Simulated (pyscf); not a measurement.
**Addition across a multiple bond or ene-type step: HC≡C–CH₃ (SMILES C#CC) + HCl (SMILES Cl) → H₂C=C(CH₃)–Cl (SMILES C=C(C)Cl)**

Gas phase, singlet surface, charge 0. Bonds broken: Cl8–H9. Bonds formed: C2–Cl8, C3–H9. Single points on ωB97X-D3(BJ)/def2-SVP structures (PySCF, gas phase). MP2 and CC: frozen core, UHF for open shells. ΔMP2 is the change of the MP2 total energy from the triple- to the quadruple-zeta basis.

Transition state (Å):

```xyz
9

C      0.3396    -0.5705    -0.2716
C     -0.6924     0.2295     0.3667
C     -1.6828     0.8581     0.8188
H     -0.1583    -1.1465    -1.0728
H      1.1136     0.0755    -0.7062
H      0.7946    -1.2598     0.4518
H     -2.7518     0.9948     0.6819
Cl     0.7963     1.3957     2.1228
H     -0.9114     1.3920     1.6475
```

One imaginary mode, 1567i cm⁻¹; descent along it reached the two sides named, in the forms told below.

```json
[
 {"bond": "Cl8–H9", "change": "breaks", "reactant side (Å)": "1.292", "saddle": "1.773", "product side": "2.8"},
 {"bond": "C2–Cl8", "change": "forms", "reactant side (Å)": "3.4", "saddle": "2.581", "product side": "1.748"},
 {"bond": "C3–H9", "change": "forms", "reactant side (Å)": "2.460", "saddle": "1.252", "product side": "1.092"}
]
```

Electronic energies relative to the separated reactants (kcal/mol):

```
level                             barrier  reaction energy  reverse barrier
--------------------------------  -------  ---------------  ---------------
ωB97X-D3(BJ)/def2-TZVP               37.4            -35.6             73.0
PBE/def2-TZVP                        29.4            -34.3             63.7
r²SCAN/def2-TZVP                     30.6            -35.3             65.9
B3LYP-D3(BJ)/def2-TZVP               33.8            -32.7             66.5
PBE0-D3(BJ)/def2-TZVP                32.5            -37.1             69.7
M06-2X/def2-TZVP                     39.2            -32.2             71.4
ωB97M-D3(BJ)/def2-TZVP               37.6            -32.1             69.7
HF/def2-TZVP                         49.3            -25.9             75.2
MP2/def2-QZVPP                       44.0            -30.2             74.2
CCSD/def2-TZVPP                      45.8            -29.3             75.1
CCSD(T)/def2-TZVPP                   43.2            -30.1             73.4
CCSD(T)/def2-TZVPP + ΔMP2(QZVPP)     41.5            -30.4             72.0
```

With CCSD(T)/def2-TZVPP + ΔMP2(QZVPP) energies and thermal terms (ideal gas, 1 atm, RRHO with modes under 100 cm⁻¹ raised to 100, one conformer, R ln 2 for rigid chiral ones), in kcal/mol:

```csv
T (K),ΔH‡,ΔG‡,ΔH,ΔG
298,40.1,49.1,-26.8,-16.9
600,40.1,58.2,-27.1,-6.7
900,40.6,67.1,-26.8,+3.5
1200,41.1,75.9,-26.2,+13.5
```

On the reactant side the descent ends in a complex, 4.5 kcal/mol under the separated species and 41.9 kcal/mol under the saddle at ωB97X-D3(BJ)/def2-TZVP. One saddle was located; it need not be the lowest between these sides. The CCSD(T) − MP2 part came from Ansatz, without density fitting, on the same reference.
